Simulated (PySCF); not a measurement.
**C5H5Cl: a tour of settings**

Which settings matter for C5H5Cl (`CC1=CC/1=C/Cl`), and how do bad ones show?

Computed with PySCF 2.14.0, with density-fitted response routines of our own, on a single molecule in the gas phase. Atoms are numbered from 0 throughout.

### 1 The starting structure

11 atoms, charge 0, multiplicity 1; geometry from: GFN2-xTB.

Bonds of the start (Å): C0–C1 1.46, C1–C2 1.33, C2–C3 1.45, C3–C4 1.31, C4–Cl5 1.75, C3–C1 1.45, C0–H6 1.09, C0–H7 1.09, C0–H8 1.09, C2–H9 1.06, C4–H10 1.08.

### 2 Shielding tensors: PBE0/pcSseg-1

The job: settings as JSON, then the geometry in Å.

```
{"job": {"kind": "nmr", "xc": "PBE0", "basis": "pcSseg-1"}, "charge": 0, "multiplicity": 1}
C     -1.786073    -0.243145    -0.099333
C     -0.477088     0.395030     0.003993
C      0.285338     1.473497     0.117284
C      0.959318     0.191163     0.053016
C      2.028170    -0.562842     0.046645
Cl     1.899993    -2.302549    -0.087107
H     -1.840162    -0.817176    -1.024557
H     -1.915447    -0.943799     0.725809
H     -2.585957     0.494895    -0.080310
H      0.396580     2.526385     0.200085
H      3.040752    -0.208788     0.118512
```

Level: GIAO PBE0/pcSseg-1 NMR shielding, non-relativistic, gas phase.

Launch:

```
$ OMP_NUM_THREADS=1 python probes_run.py task.json out
```

One launch serves the whole session: the jobs run in the order shown.

What it wrote:

```text
coarse grid: 10160 points
cycle   1  E = -653.1372092321  dE =  9.966e-01  |g| = 2.860e-01  |ddm| = 3.243e+00
cycle   2  E = -653.1478120699  dE = -1.060e-02  |g| = 2.387e-01  |ddm| = 6.921e-01
cycle   3  E = -653.1615668695  dE = -1.375e-02  |g| = 5.497e-02  |ddm| = 2.863e-01
cycle   4  E = -653.1621200375  dE = -5.532e-04  |g| = 2.757e-02  |ddm| = 8.545e-02
cycle   5  E = -653.1622973650  dE = -1.773e-04  |g| = 6.759e-03  |ddm| = 3.551e-02
cycle   6  E = -653.1623076835  dE = -1.032e-05  |g| = 2.391e-03  |ddm| = 8.188e-03
cycle   7  E = -653.1623088611  dE = -1.178e-06  |g| = 6.691e-04  |ddm| = 2.644e-03
final grid: 94648 points
cycle   8  E = -653.1979958746  dE = -2.515e-05  |g| = 6.288e-03  |ddm| = 3.083e-02
cycle   9  E = -653.1979947849  dE =  1.090e-06  |g| = 6.370e-03  |ddm| = 1.217e-02
cycle  10  E = -653.1980049617  dE = -1.018e-05  |g| = 1.495e-03  |ddm| = 7.062e-03
cycle  11  E = -653.1980054689  dE = -5.072e-07  |g| = 3.073e-04  |ddm| = 1.540e-03
cycle  12  E = -653.1980054905  dE = -2.162e-08  |g| = 5.617e-05  |ddm| = 3.817e-04
cycle  13  E = -653.1980054912  dE = -7.052e-10  |g| = 2.092e-05  |ddm| = 9.831e-05
converged SCF energy = -653.1980054912

GIAO shielding tensors (ppm)
atom      isotropic    diamagn.    paramagn.     s11        s22        s33       span
  0 C      173.584     247.783     -74.199    156.704    177.545    186.504     29.800
  1 C       38.611     256.269    -217.658    -85.740     20.090    181.485    267.225
  2 C       58.232     253.170    -194.937    -51.931     45.155    181.472    233.403
  3 C       64.172     253.533    -189.361    -47.230     37.043    202.704    249.934
  4 C      102.400     253.407    -151.007     57.736    124.600    124.862     67.127
  5 Cl     823.382    1147.352    -323.970    692.707    722.297   1055.141    362.434
  6 H       29.126      27.925       1.202     24.871     27.598     34.911     10.039
  7 H       29.129      27.938       1.191     24.872     27.601     34.913     10.040
  8 H       29.172      26.821       2.351     24.602     27.559     35.355     10.753
  9 H       24.210      33.236      -9.026     22.613     24.659     25.357      2.743
 10 H       26.662      29.435      -2.774     20.501     27.538     31.946     11.444
```

Wall time 2.1 min (1 thread of Intel Xeon at 2.50GHz, shared host); peak memory 0.63 GiB.

Shifts follow as δ = σ(reference) − σ, with reference shieldings (ppm) from runs at the same level and on the same kind of geometry: 1H TMS 31.72, 13C TMS 186.9, 35Cl HCl 950. The references are single molecules in the gas phase. Atoms listed in one row are averaged.

```
     atoms                           environment  σ (ppm)  δ (ppm)  δ scaled to CDCl3
        C1       fully substituted alkene carbon     38.6    148.3              142.8
        C2                             alkene CH     58.2    128.7              123.7
        C3       fully substituted alkene carbon     64.2    122.8              117.9
        C4                             alkene CH    102.4     84.5               80.6
        C0                 allylic methyl carbon    173.6     13.3               11.1
        H9              hydrogen on an alkene CH    24.21     7.51               7.18
       H10              hydrogen on an alkene CH    26.66     5.06               4.87
H6, H7, H8  hydrogen on an allylic methyl carbon    29.14     2.57               2.53
       Cl5                  chlorine bonded to C      823      126                  –
```

The scaled column applies a straight-line fit of computed shieldings to shifts measured in CDCl3, with any fitted terms for Cl, Br or S neighbours (root-mean-square error 0.16 ppm for H, 1.9 ppm for C).

Charges from the same density, by scheme (e):

```
atoms  Mulliken    IAO  Hirshfeld  ESP fit
   C0     -0.17  -0.44      -0.10    -0.58
   C1     -0.10   0.07       0.05     0.29
   C2     -0.08  -0.14      -0.02    -0.36
   C3      0.09   0.01      -0.03     0.20
   C4     -0.25  -0.29      -0.11    -0.53
  Cl5     -0.15  -0.08      -0.10    -0.10
```

Mayer bond orders: C0–C1 1.13, C1–C2 1.56, C2–C3 0.92, C3–C4 1.76, C4–Cl5 1.03, C3–C1 0.89.

Ring of atoms C1, C2, C3: NICS(0) -25.6, NICS(1) -8.6, NICS(1)zz -12.9 ppm (means of both faces).

In rings of three or four atoms NICS is ruled by the nearby σ bonds, so it says little on aromaticity.

The fields below are evaluated on a grid from the run's orbitals.

Frontier orbitals at PBE0/pcSseg-1, with the share of their density that lies nearest to each atom:

```
orbital  energy (eV)                          lies on
   HOMO        -5.89       C4 32 %; Cl5 22 %; C3 17 %
   LUMO        -0.47  C1, C2 about 36 % each; H9 12 %
```

ELF in a plane through or near 9 of the atoms.

Ten even steps from ' ' (0.00) to '@' (1.00):
```
                                                        
                                                        
                                                        
                      ::%%@@@@++                        
                      ##@@@@@@@@--                      
                      **@@@@@@%%::                      
                    ::++##**##**::                      
          ::::    ..**%%++++..%%**..  ..====            
        %%@@@@%%::::****##++******--::@@@@@@##..        
      --@@@@@@@@**++##%%::%%--%%##%%##@@@@@@@@++        
      ..%%@@@@@@--::%%++##@@%%**@@----%%@@@@##::        
            ::==++==--::::==--::==--::++--::..          
          ::==**####**::        ::++**--..              
      ..==**%%++**==%%%%==        ....                  
      ..==##%%%%::::%%%%**..                            
        ::==**########**==                              
            ..::::::::::                                
                                                        
                                                        
                                                        
```
The map spans 11.3 Å across and 10.3 Å up, centred on the molecule. Atoms in the plane (x, y in Å): C0 (1.7, -0.4), C1 (0.5, 0.3), C2 (-0.1, 1.5), C3 (-0.9, 0.3), C4 (-2.1, -0.3), Cl5 (-2.1, -2.1), H8 (2.6, 0.2), H9 (-0.1, 2.6), H10 (-3.0, 0.1).

On the surface of density 0.002 e/bohr³ the electrostatic potential runs, from the 1st to the 99th percentile, from -1.05 V near Cl5 to 1.48 V near H9.

### 3 TDDFT and polarisability: PBE0/def2-SVPD

Settings changed since step 2:

```diff
@@ -1,2 +1,2 @@
-{"job": {"kind": "nmr", "xc": "PBE0", "basis": "pcSseg-1"}, "charge": 0, "multiplicity": 1}
+{"job": {"kind": "uv", "xc": "PBE0", "basis": "def2-SVPD", "nstates": 6, "ntriplets": 2}, "charge": 0, "multiplicity": 1}
 C     -1.786073    -0.243145    -0.099333
```

With the program's defaults for keys left out, this is: TDDFT PBE0/def2-SVPD, vertical, gas phase, core orbitals frozen in the response.

What it wrote:

```text
coarse grid: 10160 points
cycle   1  E = -652.8767498189  dE =  9.412e-01  |g| = 2.716e-01  |ddm| = 6.346e+00
cycle   2  E = -652.8854760706  dE = -8.726e-03  |g| = 2.340e-01  |ddm| = 1.208e+00
cycle   3  E = -652.8995051175  dE = -1.403e-02  |g| = 6.022e-02  |ddm| = 5.315e-01
cycle   4  E = -652.9002564901  dE = -7.514e-04  |g| = 2.670e-02  |ddm| = 1.965e-01
cycle   5  E = -652.9004330744  dE = -1.766e-04  |g| = 7.108e-03  |ddm| = 5.442e-02
cycle   6  E = -652.9004451402  dE = -1.207e-05  |g| = 1.845e-03  |ddm| = 1.381e-02
cycle   7  E = -652.9004458990  dE = -7.587e-07  |g| = 5.928e-04  |ddm| = 4.384e-03
final grid: 94648 points
cycle   8  E = -652.9757576092  dE = -1.989e-05  |g| = 5.591e-03  |ddm| = 9.110e-02
cycle   9  E = -652.9757568218  dE =  7.875e-07  |g| = 5.884e-03  |ddm| = 2.311e-02
cycle  10  E = -652.9757659287  dE = -9.107e-06  |g| = 1.275e-03  |ddm| = 1.142e-02
cycle  11  E = -652.9757663313  dE = -4.025e-07  |g| = 1.613e-04  |ddm| = 2.094e-03
cycle  12  E = -652.9757663379  dE = -6.628e-09  |g| = 4.799e-05  |ddm| = 4.361e-04
cycle  13  E = -652.9757663384  dE = -5.550e-10  |g| = 1.833e-05  |ddm| = 1.101e-04
converged SCF energy = -652.9757663384

Static polarisability (au): isotropic 72.978, principal 48.128 73.954 96.852

Singlet excitations
state   eV       nm        f      main configurations
  1   4.2968    288.6   0.02073   H->L 0.99
  2   5.3390    232.2   0.00001   H->L+1 0.75, H->L+2 0.20
  3   5.6185    220.7   0.00043   H->L+2 0.69, H->L+1 0.21
  4   6.2383    198.7   0.00127   H->L+4 0.79, H->L+5 0.14
  5   6.4559    192.0   0.00235   H->L+5 0.82, H->L+4 0.11
  6   6.5461    189.4   0.00011   H-2->L 0.95

Triplet excitations (Tamm-Dancoff, eV): 3.3178 4.5423
```

Wall time 92 s (1 thread of Intel Xeon at 2.50GHz, shared host); peak memory 0.71 GiB.

The orbitals next to the gap, with their largest atomic shares:

```
orbital     eV                       atoms
 HOMO−3  -9.23   Cl5 61 %, C4 14 %, C2 8 %
 HOMO−2  -8.93   C3 29 %, C1 18 %, C2 15 %
 HOMO−1  -8.35           Cl5 82 %, C4 11 %
   HOMO  -5.92  C4 32 %, Cl5 23 %, C3 20 %
   LUMO  -0.54    C2 38 %, C1 33 %, H9 8 %
 LUMO+1   0.55   C0 25 %, C2 17 %, C1 11 %
 LUMO+2   1.03   Cl5 48 %, C4 15 %, C2 8 %
```

With each of the 6 states as a Gaussian band of 0.4 eV half-width at 1/e, the curve within the window shown has maxima at 288 nm (ε 840), 194 nm (ε 140) L/(mol cm). Beyond the last state computed it falls off for lack of states. The curve at chosen wavelengths:

nm, ε (L/mol/cm) and a bar:
```
      181         44 #
      187        104 ###
      193        141 #####
      199        124 ####
      206         73 ##
      212         42 #
      218         27 #
      224         20 
      230         14 
      236         11 
      243         18 
      249         48 #
      255        116 ####
      261        235 ########
      267        399 ##############
      273        580 #####################
      280        756 ###########################
      286        832 ##############################
      292        825 ##############################
      298        746 ###########################
      304        621 ######################
      310        481 #################
      317        329 ############
      323        224 ########
      329        146 #####
      335         91 ###
```

Leading natural transition orbitals of singlet state 1: the hole lies on C4 36 %; C3 23 %; Cl5 22 %; the particle on C1, C2 about 35 % each; H9 14 %.

Ground-state properties from the same run:

```
           property  computed
  dipole moment (D)      3.90
polarisability (Å³)     10.81
 HOMO–LUMO gap (eV)      5.38
      −ε(HOMO) (eV)      5.92
```

### 4 NMR shieldings: BP86/pcSseg-1

Settings changed since step 3:

```diff
@@ -1,2 +1,2 @@
-{"job": {"kind": "uv", "xc": "PBE0", "basis": "def2-SVPD", "nstates": 6, "ntriplets": 2}, "charge": 0, "multiplicity": 1}
+{"job": {"kind": "nmr", "xc": "BP86", "basis": "pcSseg-1", "pop": true, "scf": {"max_cycle": 83}}, "charge": 0, "multiplicity": 3}
 C     -1.786073    -0.243145    -0.099333
```

Level: BP86/pcSseg-1.

What it wrote:

```text
NotImplementedError: this response code serves closed shells only; the SCF ended at -653.50707491 Eh with <S^2> = 2.0131
```

Run time: 56 s. Hardware: 1 thread of Intel Xeon at 2.50GHz, shared host.

Why it failed: The input makes an open shell, and this response code serves closed shells alone. Cure: restore the closed-shell charge and spin, or use an unrestricted response code.

### 5 Excited states and response: wB97X/aug-pcSseg-1

Settings changed since step 4:

```diff
@@ -1,2 +1,2 @@
-{"job": {"kind": "nmr", "xc": "BP86", "basis": "pcSseg-1", "pop": true, "scf": {"max_cycle": 83}}, "charge": 0, "multiplicity": 3}
+{"job": {"kind": "uv", "xc": "wB97X", "basis": "aug-pcSseg-1", "nstates": 25, "ntriplets": 2, "tda": false}, "charge": 0, "multiplicity": 1}
 C     -1.786073    -0.243145    -0.099333
```

Method: TDDFT wB97X/aug-pcSseg-1, vertical, gas phase, core orbitals frozen in the response.

What it wrote:

```text
coarse grid: 10160 points
cycle   1  E = -653.4590944544  dE =  1.292e+00  |g| = 2.864e-01  |ddm| = 6.668e+00
cycle   2  E = -653.4866750925  dE = -2.758e-02  |g| = 1.447e-01  |ddm| = 1.530e+00
cycle   3  E = -653.4915007583  dE = -4.826e-03  |g| = 3.914e-02  |ddm| = 4.852e-01
cycle   4  E = -653.4919516310  dE = -4.509e-04  |g| = 8.332e-03  |ddm| = 1.705e-01
cycle   5  E = -653.4919772002  dE = -2.557e-05  |g| = 4.513e-03  |ddm| = 4.568e-02
cycle   6  E = -653.4919829047  dE = -5.704e-06  |g| = 1.334e-03  |ddm| = 1.288e-02
final grid: 94648 points
cycle   7  E = -653.5361382504  dE = -1.202e-04  |g| = 4.738e-03  |ddm| = 2.254e-01
cycle   8  E = -653.5361418319  dE = -3.582e-06  |g| = 2.929e-03  |ddm| = 2.623e-02
cycle   9  E = -653.5361433070  dE = -1.475e-06  |g| = 4.432e-04  |ddm| = 6.727e-03
cycle  10  E = -653.5361433578  dE = -5.085e-08  |g| = 2.724e-04  |ddm| = 1.926e-03
cycle  11  E = -653.5361433767  dE = -1.894e-08  |g| = 4.963e-05  |ddm| = 6.302e-04
cycle  12  E = -653.5361433782  dE = -1.476e-09  |g| = 2.206e-05  |ddm| = 3.681e-04
cycle  13  E = -653.5361433784  dE = -2.212e-10  |g| = 8.531e-06  |ddm| = 9.051e-05
converged SCF energy = -653.5361433784

Static polarisability (au): isotropic 73.388, principal 49.644 73.674 96.844

Singlet excitations
state   eV       nm        f      main configurations
  1   4.9394    251.0   0.03312   H->L+3 0.48, H->L+5 0.45
  2   5.5472    223.5   0.00021   H->L 0.39, H->L+2 0.18, H->L+7 0.13
  3   5.8389    212.3   0.00005   H->L+2 0.22, H->L+9 0.14, H->L+20 0.14
  4   6.2899    197.1   0.00536   H->L+1 0.35, H->L+2 0.15, H->L 0.14
  5   6.5329    189.8   0.00188   H->L+1 0.29, H->L 0.22, H->L+12 0.14
  6   6.5689    188.7   0.26194   H->L+8 0.66, H->L+3 0.11, H->L+14 0.09
  7   6.7391    184.0   0.10990   H->L+5 0.33, H->L+3 0.28, H->L+14 0.19
  8   6.7457    183.8   0.00020   H-2->L+5 0.44, H-2->L+3 0.41
  9   7.1403    173.6   0.00167   H->L+4 0.45, H->L+7 0.17, H->L+9 0.15
 10   7.2350    171.4   0.00329   H->L+6 0.53, H->L+1 0.12
 11   7.3203    169.4   0.00819   H->L+7 0.35, H->L+4 0.18, H->L+20 0.10
 12   7.6602    161.9   0.07727   H->L+10 0.60, H->L+17 0.12, H->L+5 0.08
 13   7.8435    158.1   0.00031   H-4->L+5 0.27, H-4->L+3 0.25
 14   7.8908    157.1   0.00003   H->L+9 0.28, H->L+15 0.10
 15   7.9217    156.5   0.00764   H->L+14 0.52, H->L+10 0.16, H->L+8 0.15
 16   7.9569    155.8   0.00280   H->L+13 0.23, H->L+2 0.21, H->L+12 0.13
 17   8.0327    154.3   0.02310   H-1->L+7 0.28, H-1->L+20 0.12, H-1->L+9 0.10
 18   8.0838    153.4   0.00401   H->L+12 0.36, H->L+13 0.23, H->L+11 0.12
 19   8.2825    149.7   0.00210   H->L+11 0.41, H->L+13 0.10
 20   8.3741    148.1   0.03970   H-1->L+2 0.45, H-1->L 0.15, H-1->L+6 0.09
 21   8.5228    145.5   0.00895   H->L+15 0.27, H->L+18 0.22, H->L+16 0.13
 22   8.5689    144.7   0.00004   H-2->L+14 0.32, H-2->L+8 0.30, H-2->L+17 0.14
 23   8.6068    144.1   0.03442   H-2->L 0.59, H-2->L+2 0.11
 24   8.6300    143.7   0.07211   H->L+19 0.38, H->L+22 0.20, H->L+17 0.17
 25   8.7320    142.0   0.00841   H->L+16 0.32, H->L+15 0.14, H->L+9 0.11

Triplet excitations (Tamm-Dancoff, eV): 3.7740 4.6830
```

It took 2.5 min on 1 thread of Intel Xeon at 2.50GHz, shared host; peak memory 0.9 GiB.

This run: HOMO -8.13 eV, LUMO 0.90 eV; lowest singlet 4.94 eV.

### 6 Shielding tensors: B97-2/pcSseg-1

Settings changed since step 5:

```diff
@@ -1,2 +1,2 @@
-{"job": {"kind": "uv", "xc": "wB97X", "basis": "aug-pcSseg-1", "nstates": 25, "ntriplets": 2, "tda": false}, "charge": 0, "multiplicity": 1}
+{"job": {"kind": "nmr", "xc": "B97-2", "basis": "pcSseg-1", "pop": false, "scf": {"conv": 1e-07, "guess": "huckel"}}, "charge": 0, "multiplicity": 1}
 C     -1.786073    -0.243145    -0.099333
```

Method: GIAO B97-2/pcSseg-1 NMR shielding, non-relativistic, gas phase.

What it wrote:

```text
final grid: 94648 points
cycle   1  E = -646.1455113709  dE =  4.856e+00  |g| = 4.288e+00  |ddm| = 5.108e+00
cycle   2  E = -559.2842723384  dE =  8.686e+01  |g| = 1.066e+01  |ddm| = 4.169e+01
cycle   3  E = -650.6261111999  dE = -9.134e+01  |g| = 2.578e+00  |ddm| = 4.396e+01
cycle   4  E = -647.9524852522  dE =  2.674e+00  |g| = 3.601e+00  |ddm| = 1.654e+01
cycle   5  E = -653.4627082443  dE = -5.510e+00  |g| = 5.347e-01  |ddm| = 6.840e+00
cycle   6  E = -653.4668391479  dE = -4.131e-03  |g| = 5.695e-01  |ddm| = 1.172e+00
cycle   7  E = -653.5500463284  dE = -8.321e-02  |g| = 1.068e-01  |ddm| = 5.894e-01
cycle   8  E = -653.5523346753  dE = -2.288e-03  |g| = 4.747e-02  |ddm| = 1.087e-01
cycle   9  E = -653.5529653402  dE = -6.307e-04  |g| = 1.277e-02  |ddm| = 6.945e-02
cycle  10  E = -653.5529971825  dE = -3.184e-05  |g| = 6.469e-03  |ddm| = 1.812e-02
cycle  11  E = -653.5530067851  dE = -9.603e-06  |g| = 1.010e-03  |ddm| = 6.355e-03
cycle  12  E = -653.5530069959  dE = -2.108e-07  |g| = 5.100e-04  |ddm| = 1.459e-03
cycle  13  E = -653.5530070594  dE = -6.350e-08  |g| = 8.846e-05  |ddm| = 5.997e-04
converged SCF energy = -653.5530070594

GIAO shielding tensors (ppm)
atom      isotropic    diamagn.    paramagn.     s11        s22        s33       span
  0 C      172.484     247.812     -75.327    156.231    175.982    185.240     29.009
  1 C       41.511     256.393    -214.882    -79.500     23.318    180.716    260.215
  2 C       60.656     253.076    -192.420    -46.405     47.636    180.737    227.143
  3 C       66.281     253.578    -187.297    -42.237     39.016    202.064    244.301
  4 C      102.934     253.417    -150.483     60.309    123.613    124.878     64.569
  5 Cl     821.776    1147.944    -326.168    690.629    718.762   1055.938    365.309
  6 H       29.229      28.125       1.103     25.039     27.749     34.898      9.858
  7 H       29.231      28.139       1.092     25.040     27.752     34.900      9.860
  8 H       29.286      26.952       2.334     24.797     27.710     35.353     10.556
  9 H       24.354      33.464      -9.110     22.801     24.872     25.388      2.587
 10 H       26.785      29.562      -2.777     20.672     27.624     32.058     11.386
```

It took 32 s on 1 thread of Intel Xeon at 2.50GHz, shared host; peak memory 0.68 GiB.

Key values: δ C1 144.7, C2 125.5, C3 119.9, C4 83.3, H9 7.47, H10 5.04 ppm.

### 7 Side by side: NMR shifts

Shifts (ppm) of some atoms, chosen among heavy atoms and hydrogens apart, with basis size and wall time:

```
           run     C1     C2     C3    C4    C0    H9   H10  functions     time
 PBE0/pcSseg-1  148.3  128.7  122.8  84.5  13.3  7.51  5.06        134  2.1 min
B97-2/pcSseg-1  144.7  125.5  119.9  83.3  13.7  7.47  5.04        134     32 s
```

### 8 Side by side: electronic excitations

Excitations and ground-state properties, with basis size and wall time:

```
               run  lowest singlet (eV)  brightest (eV)      f  gap (eV)  α (Å³)  μ (D)  functions     time
    PBE0/def2-SVPD                 4.30            4.30  0.021      5.38   10.81   3.90        167     92 s
wB97X/aug-pcSseg-1                 4.94            6.57  0.262      9.03   10.87   3.95        208  2.5 min
```

### 9 Summary of results

| quantity | value |
| --- | --- |
| 13C shifts against TMS (PBE0/pcSseg-1) | 148.3, 128.7, 122.8, 84.5, 13.3 ppm |
| 1H shifts against TMS (PBE0/pcSseg-1, means over atoms taken as alike) | 7.51, 5.06, 2.57 ppm |
| 35Cl shifts against HCl (PBE0/pcSseg-1) | 126 ppm |
| surface potential, 1st and 99th percentile | -1.05 V and 1.48 V |
| lowest singlet (PBE0/def2-SVPD) | 4.30 eV (289 nm), f = 0.021 |
| lowest triplet | 3.32 eV |
| range of the shift of C1 | 144.7 to 148.3 ppm |
| range of the lowest singlet | 4.30 to 4.94 eV |
| property runs in this session | 5, of which 1 failed and 0 gave unsound results |

**Reading.** Single values in the summary come from the first run of each kind that ended normally (PBE0/pcSseg-1; PBE0/def2-SVPD), which need not be the best level. At PBE0/pcSseg-1: The widest tensor belongs to Cl5: span 362 ppm, with a paramagnetic part of -324 ppm. By nearest atom (PBE0/pcSseg-1), the HOMO sits on C4 32 %; Cl5 22 % and the LUMO on C1, C2 about 36 % each; H9 12 %. The first singlet state (HOMO→LUMO 0.99) lies at 4.30 eV and is weak. The lowest triplet lies 0.98 eV below the lowest singlet (triplets in Tamm-Dancoff, singlets in full TDDFT). Among the atoms with a shift in every run: In ppm, C1 moves most: its shift spreads over 3.6 ppm, from 144.7 (B97-2/pcSseg-1) to 148.3 (PBE0/pcSseg-1). The lowest singlet runs from 4.30 eV (PBE0/def2-SVPD) to 4.94 eV (wB97X/aug-pcSseg-1), while the orbital gap spans 5.38 to 9.03 eV. The lowest state need not be the same one in every run. The runs solved for a few states only, so the brightest column depends on that window.
